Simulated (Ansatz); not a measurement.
Ansatz (a program for electronic structure) input (B3LYP/def2-SVP):

Ansatz 0.2 input:
```yaml
crystal:
  periodic: [false, false, false]
  atoms:
    - {symbol: C, position_ang: [-0.00903452, -0.16590223, -1.17724503]}
    - {symbol: C, position_ang: [0.00142313, 0.02613312, 0.18544107]}
    - {symbol: N, position_ang: [0.01028281, 0.18882474, 1.33990349]}
    - {symbol: H, position_ang: [0.92041918, -0.21588433, -1.72503587]}
    - {symbol: H, position_ang: [-0.94673049, -0.26727414, -1.70346476]}
basis:
  gaussian:
    orbitals: def2-SVP
hamiltonian:
  xc: {name: B3LYP}
magnetization: {spin_polarized: true, initial_magnetization: 1}
output: {forces: true}
```

Output:

```
Functional definition: B3LYP
integrals: 0.01 GiB planned
537 factors; integrals over basis functions are off by at most 1.7e-3 eV
mean field: 0.15 GiB planned
mean field evaluation 1: about -3588.2716 eV, gradient 2.6e1 eV
mean field evaluation 2: about -3585.0703 eV, gradient 3.7e1 eV
mean field evaluation 4: about -3591.6141 eV, gradient 8.0e-1 eV
mean field evaluation 8: about -3591.7561 eV, gradient 2.7e-1 eV
mean field evaluation 16: about -3591.7570 eV, gradient 3.8e-4 eV
mean field -3591.75704884 eV, -131.9946369644 hartree, gradient 2.1e-5 eV, S^2 0.767476; 0 other end points of the search recorded, 0 dependent functions left out
the calculation of the forces begins
reference -3591.75722052 eV, -131.9946432735 hartree; 11, 10 occupied and 41, 42 virtual orbitals, 537 factors
Total energy: -3591.75722052 eV, -131.9946432735 hartree
Atom 0 at    -0.009035    -0.165902    -1.177245 Å, force    -0.000033    -0.000600    -0.004257 eV/Å
Atom 1 at     0.001423     0.026133     0.185441 Å, force    -0.003875    -0.071157    -0.504933 eV/Å
Atom 2 at     0.010283     0.188825     1.339903 Å, force     0.007582     0.139223     0.987932 eV/Å
Atom 3 at     0.920419    -0.215884    -1.725036 Å, force     0.381782    -0.023175    -0.243803 eV/Å
Atom 4 at    -0.946730    -0.267274    -1.703465 Å, force    -0.385456    -0.044292    -0.234939 eV/Å
Dipole moment:    -0.005136    -0.094314    -0.669251 e Å
```
